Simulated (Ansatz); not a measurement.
# ClOSi: the cost of one run

Computed with Ansatz 0.2.0, Gaussian basis. Level: def2-TZVPP, core rule «outside noble gas», up to 11 orbitals frozen.

Plan: UHF; ROHF; CCSD(T) on UHF.

## 1. The system

The geometry is a PBE0/def2-TZVP stationary point (not a proven minimum) of the parent state, kept for this charge and spin.

3 atoms, charge 1, spin multiplicity 5.

Atoms are counted from 1 here; the program's logs count them from 0.

Bond lengths: Cl1–Si2 2.047 Å, Si2–O3 1.723 Å. Angles: Cl1–Si2–O3 117.5°.

## 2. UHF

in.yaml reads:

```yaml
crystal:
  periodic: [false, false, false]
  atoms:
    - {symbol: Cl, position_ang: [0.000000, -0.182593, 1.317915]}
    - {symbol: Si, position_ang: [0.000000, 0.559430, -0.589798]}
    - {symbol: O, position_ang: [0.000000, -0.577421, -1.885025]}
basis:
  gaussian: {orbitals: def2-TZVPP}
total_charge: 1
magnetization: {spin_polarized: true, initial_magnetization: 4}
hamiltonian: {xc: hf}
output: {orbitals: {seedname: orbitals}}
```

On the command line:

```bash
> ansatz run in.yaml --threads 1 --pin off --events-out ev --progress --plain --max-ram 2816MiB --backend cpu
```

Q: Estimate wall time and peak memory on 1 thread of AMD EPYC 7R13, shared host.

About 18 s, with a peak of 0.36 GiB.
